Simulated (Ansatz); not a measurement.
A calculation with Ansatz (development build ahead of 0.2.0).

```yaml
crystal:
  periodic: [false, false, false]
  atoms:
    - { symbol: C, position_ang: [0.0, 0.0, -1.11933] }
    - { symbol: Cl, position_ang: [0.0, 0.0, 0.65598] }
    - { symbol: H, position_ang: [0.0, -1.03661, -1.47858] }
    - { symbol: H, position_ang: [-0.89773, 0.51831, -1.47858] }
    - { symbol: H, position_ang: [0.89773, 0.51831, -1.47858] }
basis:
  gaussian: { orbitals: cc-pVTZ }
hamiltonian:
  xc: hf
correlation:
  method: mp2
  frozen_orbitals: { C: 1, Cl: 5, H: 0 }
```

The input is written out in the form of the current development build from the run's settings.

The run gave:

```json
{
 "Converged": "yes",
 "Reference energy": "-499.14701 hartree",
 "Correlation energy": "-0.37286 hartree",
 "Total energy": "-499.51987 hartree",
 "Spin squared of the determinant": "0.000"
}
```
